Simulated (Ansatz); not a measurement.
**CHSi (doublet): trial inputs and their diagnosis at distance Si1–H3 = 1.225 Å**

6 inputs are run for CHSi (doublet) as typed; the log has to tell whether the result can be used and what must change.

Computed with Ansatz 0.2.0, Gaussian basis. Level: the settings change from run to run.

24 further runs of the same task are left out: 5 for a known fault of the program, 16 that didn't finish, 3 set aside as unsound or not needed.

### 1 The geometry

The geometry derives from a PBE0/def2-TZVP stationary point (not a proven minimum). One bond is set to the value named and the two fragments are kept rigid.

3 atoms, charge 0, spin multiplicity 2.

Atoms are counted from 1 here; the program's logs count them from 0.

Bond lengths: Si1–C2 1.726 Å, Si1–H3 1.225 Å. Angles: C2–Si1–H3 180.0°.

### 2 Try 1

in.yaml reads:

```yaml
crystal:
  periodic: [false, false, false]
  atoms:
    - {symbol: Si, position_ang: [0.000000, 0.000000, 0.167090]}
    - {symbol: C, position_ang: [0.000000, 0.000000, -1.559180]}
    - {symbol: H, position_ang: [0.000000, 0.000000, 1.392090]}
basis:
  gaussian: {orbitals: 6-31G, fitting: {mean_field: def2-universal-jkfit}}
magnetization: {spin_polarized: false, initial_magnetization: 1}
correlation: {method: sc_nevpt2, electrons: all, active_space: {window: {electrons: 9, orbitals: 5}, states: [{multiplicity: 2, weights: [1, 1]}]}}
scf: {lower_state_search: light}
output: {forces: true}
```

Command:

```sh
> ansatz run in.yaml --threads 1 --pin off --events-out ev --progress --plain --max-ram 2393MiB
```

What it wrote:

```text
Functional definition: HF
  name "HF"
  cite "Fock, Z. Phys. 61, 126 (1930) doi:10.1007/BF01340294"
  parent pbe
  exchange = exact_x
  correlation = 0
221 factors; integrals over basis functions are off by at most 3.3e-2 eV
mean field evaluation 1: about -8897.7404 eV, gradient 1.6e1 eV
mean field evaluation 2: about -8897.7986 eV, gradient 1.7e1 eV
mean field evaluation 4: about -8898.9631 eV, gradient 9.1e-1 eV
mean field evaluation 8: about -8898.9826 eV, gradient 9.7e-6 eV
mean field evaluation 16: about -8898.9826 eV, gradient 6.5e-6 eV
mean field evaluation 32: about -8898.3035 eV, gradient 7.9e-1 eV
mean field evaluation 64: about -8897.5078 eV, gradient 1.3e1 eV
mean field -8898.98264915 eV, -327.0315804093 hartree, gradient 9.7e-6 eV, S^2 0.750000; 11 other end points of the search recorded, 0 dependent functions left out
reference -8898.98264915 eV, -327.0315804093 hartree; 11, 10 occupied and 13, 14 virtual orbitals, 221 factors
state -8898.97901589 eV, -327.0314468892 hartree
state -8898.97901589 eV, -327.0314468892 hartree
state -8898.97901589 eV, -327.0314468892 hartree; corrected -8902.03125309 eV, -327.1436145375 hartree
state -8898.97901589 eV, -327.0314468892 hartree; corrected -8902.03125309 eV, -327.1436145375 hartree
the calculation of the forces begins
Error: an active orbital is full or empty, and SC-NEVPT2 has no forces then: leave it out of the active space
```

It took 0.39 s on 1 thread of Arm Neoverse V1, shared host.

**Diagnosis.** The run stopped with an error. It says: «an active orbital is full or empty, and SC-NEVPT2 has no forces then: leave it out of the active space». Cure: drop the forces, or choose an active space whose orbitals are all partly filled.

### 3 Try 2

in.yaml reads:

```yaml
crystal:
  periodic: [false, false, false]
  atoms:
    - {symbol: Si, position_ang: [0.000000, 0.000000, 0.167090]}
    - {symbol: C, position_ang: [0.000000, 0.000000, -1.559180]}
    - {symbol: H, position_ang: [0.000000, 0.000000, 1.392090]}
basis:
  gaussian: {orbitals: 6-31G}
magnetization: {spin_polarized: false, initial_magnetization: 1}
correlation: {method: fic_mrcisd_q, electrons: valence, active_space: {window: {electrons: 40, orbitals: 30}}}
```

Same command.

What it wrote:

```text
Functional definition: HF
  name "HF"
  cite "Fock, Z. Phys. 61, 126 (1930) doi:10.1007/BF01340294"
  parent pbe
  exchange = exact_x
  correlation = 0
299 factors; integrals over basis functions are off by at most 1.1e-4 eV
mean field evaluation 1: about -8897.7371 eV, gradient 1.6e1 eV
mean field evaluation 2: about -8897.7401 eV, gradient 1.6e1 eV
mean field evaluation 4: about -8898.9183 eV, gradient 1.9e0 eV
mean field evaluation 8: about -8898.9820 eV, gradient 9.5e-2 eV
mean field evaluation 16: about -8898.2824 eV, gradient 9.9e-1 eV
mean field evaluation 32: about -8891.1370 eV, gradient 1.0e1 eV
mean field evaluation 64: about -8898.9749 eV, gradient 2.8e-1 eV
mean field evaluation 96: about -8898.2903 eV, gradient 5.1e-6 eV
mean field -8898.98305013 eV, -327.0315951447 hartree, gradient 1.4e-6 eV, S^2 0.750000; 11 other end points of the search recorded, 0 dependent functions left out
reference -8898.98305013 eV, -327.0315951447 hartree; 11, 10 occupied and 13, 14 virtual orbitals, 299 factors
Error: 40 electrons in 30 orbitals form no window around the highest filled level of the reference
```

Run time: 0.33 s. Hardware: 1 thread of Arm Neoverse V1, shared host.

**Diagnosis.** The run stopped with an error. The active window can't be built from these electrons and orbitals. Fix: choose counts that fit the spin, the electrons and the basis.

### 4 Try 3

in.yaml reads:

```yaml
crystal:
  periodic: [false, false, false]
  atoms:
    - {symbol: Si, position_ang: [0.000000, 0.000000, 0.167090]}
    - {symbol: C, position_ang: [0.000000, 0.000000, -1.559180]}
    - {symbol: H, position_ang: [0.000000, 0.000000, 1.392090]}
basis:
  gaussian: {orbitals: 6-31G, fitting: {mean_field: def2-universal-jkfit}}
magnetization: {spin_polarized: false, initial_magnetization: 1}
hamiltonian: {xc: pbe}
correlation: {method: fic_mrcisd_q, electrons: outside_noble_gas, active_space: {window: {electrons: 3, orbitals: 3}}}
```

Same command.

What it wrote:

```text
Error: invalid value for `correlation.active_space`: it starts from restricted Hartree–Fock orbitals; set hamiltonian.xc: hf without magnetization.spin_polarized
```

It took 0.03 s on 1 thread of Arm Neoverse V1, shared host.

What is wrong: The run was refused. An active space is asked on a functional's orbitals. Cure: start from Hartree-Fock.

### 5 Try 4

in.yaml reads:

```yaml
crystal:
  periodic: [false, false, false]
  atoms:
    - {symbol: Si, position_ang: [0.000000, 0.000000, 0.167090]}
    - {symbol: C, position_ang: [0.000000, 0.000000, -1.559180]}
    - {symbol: H, position_ang: [0.000000, 0.000000, 1.392090]}
basis:
  gaussian: {orbitals: cc-pVDZ}
magnetization: {spin_polarized: false, initial_magnetization: 1}
correlation: {method: sc_nevpt2, electrons: valence, active_space: {window: {electrons: 3, orbitals: 3}, places: [1, 2]}}
```

The command is unchanged.

What it wrote:

```text
Error: invalid value for `correlation.active_space`: name one of window, places and ras
```

Run time: 0.03 s. Hardware: 1 thread of Arm Neoverse V1, shared host.

**Diagnosis.** The run was refused. The active space is defined twice. To mend it, keep one definition.

### 6 Try 5

in.yaml reads:

```yaml
crystal:
  periodic: [false, false, false]
  atoms:
    - {symbol: Si, position_ang: [0.000000, 0.000000, 0.167090]}
    - {symbol: C, position_ang: [0.000000, 0.000000, -1.559180]}
    - {symbol: H, position_ang: [0.000000, 0.000000, 1.392090]}
basis:
  gaussian: {orbitals: 6-31G}
magnetization: {spin_polarized: false, initial_magnetization: 1}
correlation: {method: sc_nevpt2, electrons: outside_noble_gas, active_space: {window: {electrons: 3, orbitals: 3}, states: [{multiplicity: 2, weights: [1, 1, 1, 1, 1, 1, 1, 1, 1, 1, 1, 1, 1, 1, 1, 1, 1, 1, 1, 1, 1, 1, 1, 1, 1, 1, 1, 1, 1, 1]}]}}
```

Launched as before.

What it wrote:

```text
Functional definition: HF
  name "HF"
  cite "Fock, Z. Phys. 61, 126 (1930) doi:10.1007/BF01340294"
  parent pbe
  exchange = exact_x
  correlation = 0
506 factors; integrals over basis functions are off by at most 5.1e-8 eV
mean field evaluation 1: about -8897.7368 eV, gradient 1.6e1 eV
mean field evaluation 2: about -8897.7400 eV, gradient 1.6e1 eV
mean field evaluation 4: about -8898.9184 eV, gradient 1.9e0 eV
mean field evaluation 8: about -8898.9821 eV, gradient 9.5e-2 eV
mean field evaluation 16: about -8898.2827 eV, gradient 9.9e-1 eV
mean field evaluation 32: about -8891.1371 eV, gradient 1.0e1 eV
mean field evaluation 64: about -8898.9718 eV, gradient 3.5e-1 eV
mean field evaluation 96: about -8898.2904 eV, gradient 4.6e-6 eV
mean field -8898.98316220 eV, -327.0315992635 hartree, gradient 1.5e-6 eV, S^2 0.750000; 11 other end points of the search recorded, 0 dependent functions left out
reference -8898.98316220 eV, -327.0315992635 hartree; 11, 10 occupied and 13, 14 virtual orbitals, 506 factors
Error: 30 states are sought, and the space of determinants holds 8 states of this symmetry and spin
```

Run time: 0.45 s. Hardware: 1 thread of Arm Neoverse V1, shared host.

Diagnosis: The run stopped with an error. The list of states asked for (weights, spin or count) can't be met. To mend it, mend what the message names.

### 7 Try 6

in.yaml reads:

```yaml
crystal:
  periodic: [false, false, false]
  atoms:
    - {symbol: Si, position_ang: [0.000000, 0.000000, 0.167090]}
    - {symbol: C, position_ang: [0.000000, 0.000000, -1.559180]}
    - {symbol: H, position_ang: [0.000000, 0.000000, 1.392090]}
basis:
  gaussian: {orbitals: 6-31G, fitting: {mean_field: def2-universal-jkfit}}
magnetization: {spin_polarized: true, initial_magnetization: 1}
correlation: {method: ccsdt_q_b, electrons: all}
accuracy: high
output: {forces: true}
```

Launched as before.

What it wrote:

```text
Functional definition: HF
  name "HF"
  cite "Fock, Z. Phys. 61, 126 (1930) doi:10.1007/BF01340294"
  parent pbe
  exchange = exact_x
  correlation = 0
221 factors; integrals over basis functions are off by at most 3.3e-2 eV
mean field evaluation 1: about -8897.6739 eV, gradient 1.2e1 eV
mean field evaluation 2: about -8898.0147 eV, gradient 1.1e1 eV
mean field evaluation 4: about -8898.9849 eV, gradient 7.1e-1 eV
mean field evaluation 8: about -8899.0027 eV, gradient 1.2e-1 eV
mean field evaluation 16: about -8897.6744 eV, gradient 1.2e1 eV
mean field evaluation 32: about -8899.0017 eV, gradient 1.1e-4 eV
mean field evaluation 64: about -8899.1173 eV, gradient 1.6e0 eV
mean field evaluation 96: about -8899.3481 eV, gradient 2.6e-1 eV
mean field evaluation 128: about -8894.2963 eV, gradient 4.8e-2 eV
mean field evaluation 160: about -8896.9619 eV, gradient 1.5e-1 eV
mean field evaluation 192: about -8892.6087 eV, gradient 1.3e1 eV
mean field evaluation 224: about -8899.0013 eV, gradient 6.2e-2 eV
mean field evaluation 256: about -8896.9145 eV, gradient 1.1e0 eV
mean field evaluation 288: about -8896.0156 eV, gradient 1.2e-3 eV
mean field evaluation 320: about -8895.3870 eV, gradient 4.0e-2 eV
mean field evaluation 352: about -8895.5286 eV, gradient 3.8e0 eV
mean field evaluation 384: about -8895.6803 eV, gradient 7.0e-4 eV
mean field evaluation 416: about -8898.8858 eV, gradient 4.5e0 eV
mean field evaluation 448: about -8895.8509 eV, gradient 1.5e-2 eV
mean field evaluation 480: about -8896.9623 eV, gradient 1.1e-1 eV
mean field evaluation 512: about -8899.0435 eV, gradient 6.0e-1 eV
mean field evaluation 544: about -8897.1450 eV, gradient 1.3e1 eV
mean field evaluation 576: about -8892.3382 eV, gradient 1.5e1 eV
mean field evaluation 608: about -8893.7261 eV, gradient 1.3e1 eV
mean field evaluation 640: about -8896.5116 eV, gradient 1.4e0 eV
mean field -8900.17051047 eV, -327.0752335076 hartree, gradient 3.3e-8 eV, S^2 2.105773; 14 other end points of the search recorded, 0 dependent functions left out
determinant -8900.17051047 eV, -327.0752335076 hartree, with singles and doubles -8903.47983442 eV, -327.1968489197 hartree
determinant -8899.35398777 eV, -327.0452268516 hartree, with singles and doubles -8903.36657752 eV, -327.1926868053 hartree
determinant -8899.30458966 eV, -327.0434115045 hartree, with singles and doubles -8903.37413916 eV, -327.1929646903 hartree
determinant -8899.16179916 eV, -327.0381640507 hartree, with singles and doubles -8903.34808056 eV, -327.1920070546 hartree
determinant -8899.00170897 eV, -327.0322808448 hartree, with singles and doubles -8903.36764897 eV, -327.1927261804 hartree
determinant -8898.55795789 eV, -327.0159732933 hartree, with singles and doubles -8903.38746301 eV, -327.1934543327 hartree
determinant -8896.96318783 eV, -326.9573665745 hartree, with singles and doubles -8900.17770554 eV, -327.0754979214 hartree
determinant -8900.17051047 eV, -327.0752335076 hartree, with singles and doubles -8903.55834191 eV, -327.1997340167 hartree
determinant -8899.35398777 eV, -327.0452268516 hartree, with singles and doubles -8903.39002299 eV, -327.1935484104 hartree
determinant -8899.30458966 eV, -327.0434115045 hartree, with singles and doubles -8903.38810639 eV, -327.1934779767 hartree
determinant -8899.16179916 eV, -327.0381640507 hartree, with singles and doubles -8903.36169647 eV, -327.1925074300 hartree
determinant -8899.00170897 eV, -327.0322808448 hartree, with singles and doubles -8903.36739993 eV, -327.1927170283 hartree
determinant -8898.55795789 eV, -327.0159732933 hartree, with singles and doubles -8903.44498815 eV, -327.1955683428 hartree
determinant -8898.25933423 eV, -327.0049990763 hartree, with singles and doubles -8903.52424592 eV, -327.1984810122 hartree
determinant -8898.24652860 eV, -327.0045284777 hartree, with singles and doubles -8903.54412316 eV, -327.1992114870 hartree
reference -8900.17051047 eV, -327.0752335076 hartree; 11, 10 occupied and 13, 14 virtual orbitals, 221 factors
Error: the run needs more than the 2.33 GiB of memory given, because the steps of its equations don't fit beside its arrays
refused for memory
```

Run time: 46 s. Hardware: 1 thread of Arm Neoverse V1, shared host; peak memory 0.86 GiB.

What is wrong: The program refused it for memory. The method needs more than --max-ram allows. Cure: a smaller space or basis, or more memory.

### 8 Summary

```
try                    level                ended                                                                                                   cause    time
  1        NEVPT2(9,5)/6-31G  stopped by an error  an active orbital is full or empty, and SC-NEVPT2 has no forces then: leave it out of the active space  0.39 s
  2    MRCISD+Q(40,30)/6-31G  stopped by an error                                      the active window can't be built from these electrons and orbitals  0.33 s
  3      MRCISD+Q(3,3)/6-31G              refused                                                     an active space is asked on a functional's orbitals  0.03 s
  4      NEVPT2(3,3)/cc-pVDZ              refused                                                                       the active space is defined twice  0.03 s
  5        NEVPT2(3,3)/6-31G  stopped by an error                                      the list of states asked for (weights, spin or count) can't be met  0.45 s
  6  CCSDT(Q)/B on UHF/6-31G        out of memory                                                             the method needs more than --max-ram allows    46 s
```

3 stopped by an error, 2 refused, 1 out of memory.
